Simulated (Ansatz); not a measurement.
# H2Si–N, doublet in cc-pVDZ: errors against RCCSDT(Q)

Geometry: that of the H2Si–N, quartet, kept fixed.

```xyz
4

Si    0.0000    0.0000    0.5558
N     0.0000    0.0000   -1.2927
H     0.0000    1.3020    1.2391
H     0.0000   -1.3020    1.2391
```

Basis cc-pVDZ; Ansatz 0.2.0. Correlated methods freeze the noble-gas cores, which leaves 11 electrons in 36 orbitals. R marks a restricted (for open shells ROHF) determinant, U an unrestricted one. Active spaces: valence = (11e, 10o) chosen from the atoms' valence shells.

Full CI isn't at hand for all of this; RCCSDT(Q) serves as the reference, and is uncertain by about the last step of the cluster series. The frozen core follows each run's orbitals, which can shift R against U totals by a few meV.

Unrestricted rows (U) aren't spin-pure: their determinants' ⟨S²⟩ exceeds S(S+1) by up to 0.80, so they mix in states of higher spin. For open shells CISD is restricted-active-space CI with the open shells as a complete middle space.

- UHF ⟨S²⟩: 1.548
- T1 diagnostic (RCCSD): 0.0460
- largest doubles amplitude (RCCSD): 0.192
- T1 diagnostic (UCCSD): 0.0732

```tsv
level	E − E(RCCSDT(Q)) (meV)	share of correlation (%)	wall time
RHF	8154	0.00	–
UHF	6976	14.44	–
RMP2	1295	84.12	–
UMP2	1789	78.06	–
CISD	1198	85.30	3.1 s
RCCSD	458	94.39	–
UCCSD	418	94.88	–
RCCSD(T)	88	98.93	7.5 s
UCCSD(T)	157	98.07	10 s
BCCD(T)	108	98.68	6 s
RCCSDT	44	99.47	–
UCCSDT	39	99.53	–
UCCSDT(Q)	-6	100.08	33 s
CASSCF (valence space)	4679	42.62	–
NEVPT2 (valence space)	1013	87.57	8 s
MRCISD (valence space)	309	96.21	–
MRCISD+Q (valence space)	19	99.77	14 s
MRCISD+Q(relaxed) (valence space)	-16	100.19	19 s
```

The correlation energy at RCCSDT(Q), counted from RHF, is -8.154 eV. That run took 29 s on 1 thread of Arm Neoverse V1, shared host.

Times hold each run's SCF and search for its determinant on a shared host, so for small cases they say little of a method's own cost; they ran on 1 thread of Arm Neoverse V1.

Natural occupations of CASSCF (valence space) about the gap: 1.994 1.983 1.975 1.946 1.823 0.997 0.180 0.061 0.022 0.020; effectively unpaired electrons, Σ n²(2−n)², 1.24.
